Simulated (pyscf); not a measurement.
`[CH3][Be][CH3]` + `[H][H]` → `[BeH][CH3]` + `[CH4]` (four-centre exchange; singlet surface; Be–C, H–H broken, Be–H, C–H formed). Structures and frequencies: ωB97X-D3(BJ)/def2-SVP in PySCF. Energies in kcal/mol from the separated reactants.

| level | barrier | reaction energy |
|---|---|---|
| ωB97X-D3(BJ)/def2-TZVP | 27.8 | -4.1 |
| B3LYP-D3(BJ)/def2-TZVP | … | -4.1 |
| PBE0-D3(BJ)/def2-TZVP | 23.1 | -3.6 |
| M06-2X/def2-TZVP | 29.5 | -1.8 |
| ωB97M-D3(BJ)/def2-TZVP | 27.8 | -4.0 |
| HF/def2-TZVP | … | … |

Some entries are withheld; supply them.


- B3LYP-D3(BJ)/def2-TZVP, barrier: 26.6
- HF/def2-TZVP, barrier: 41.2
- HF/def2-TZVP, reaction energy: -9.7

The functionals in the table span 6.4 kcal/mol in this barrier, from PBE0-D3(BJ) to M06-2X. At the saddle there is also a short Be–H contact that neither side keeps. One saddle was located; it need not be the lowest between these sides.
